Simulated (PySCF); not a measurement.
Reaction (SMILES): PP (P2H4) + [H][H] (H2) → 2 P (PH3)
B3LYP-D3(BJ)/def2-TZVP geometries, fixed; electronic energies without zero-point terms.

How fast the energy of full hydrogenation converges with the basis for several methods (PySCF): deviation from each method's own reference, in kcal/mol. References: B3LYP -6.67 kcal/mol, the value in pcseg-3; HF -11.05 kcal/mol, the value in pcseg-3; PBE -3.58 kcal/mol, the value in pcseg-3. All functions are spherical. Density fitting with generated auxiliary sets. In sets without p functions on hydrogen, species with hydrogen take exact integrals. No added dispersion term, no relativity. 

```json
[
 {"basis": "STO-3G", "functions": "22", "B3LYP": "2.66", "HF": "1.34", "PBE": "2.16"},
 {"basis": "6-31G*", "functions": "44", "B3LYP": "0.26", "HF": "-0.89", "PBE": "-0.07"},
 {"basis": "6-311G**", "functions": "76", "B3LYP": "-1.83", "HF": "-2.10", "PBE": "-2.06"},
 {"basis": "def2-SVPD", "functions": "80", "B3LYP": "-1.96", "HF": "-1.51", "PBE": "-2.02"},
 {"basis": "aug-pcseg-1", "functions": "90", "B3LYP": "-0.81", "HF": "-0.96", "PBE": "-1.08"},
 {"basis": "pcseg-2", "functions": "124", "B3LYP": "-0.64", "HF": "-0.59", "PBE": "-0.69"},
 {"basis": "aug-pcseg-2", "functions": "192", "B3LYP": "-0.13", "HF": "-0.02", "PBE": "-0.13"},
 {"basis": "pcseg-3", "functions": "260", "B3LYP": "0.00", "HF": "0.00", "PBE": "0.00"}
]
```

Mean absolute deviation over 6-311G**, pcseg-2, aug-pcseg-2: B3LYP 0.87, HF 0.90, PBE 0.96 kcal/mol.
